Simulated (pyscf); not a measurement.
Single points on ωB97X-D3(BJ)/def2-SVP structures (PySCF, gas phase).

### Question
Estimate the classical barrier height and the reaction energy of H₃C–CH₃ (SMILES CC) + HZn–SeH (SMILES [ZnH][SeH]) → H₃C–CH₂–ZnH (SMILES C[CH2][ZnH]) + H₂Se (SMILES [SeH2]) at ωB97M-D3(BJ)/def2-TZVP. The step runs on the singlet surface, breaks C–H, Se–Zn and forms C–Zn, H–Se; take the separated reactants as zero.

### Answer
ΔE‡ = 51.4 kcal/mol, ΔE = +35.2 kcal/mol. Zero-point energy shifts the barrier by -2.8 kcal/mol. It is a four-centre exchange, with an imaginary mode of 1169i cm⁻¹. On the product side the descent ends in an adduct with a Se–Zn contact, 7.0 kcal/mol under the separated species and 19.5 kcal/mol under the saddle at ωB97X-D3(BJ)/def2-TZVP. What is counted as broken (Se–Zn) persists as a longer contact in the product adduct; parting that adduct is a step of its own. One saddle was located; it need not be the lowest between these sides. Elements up to Kr have no core potential and no relativistic terms here.
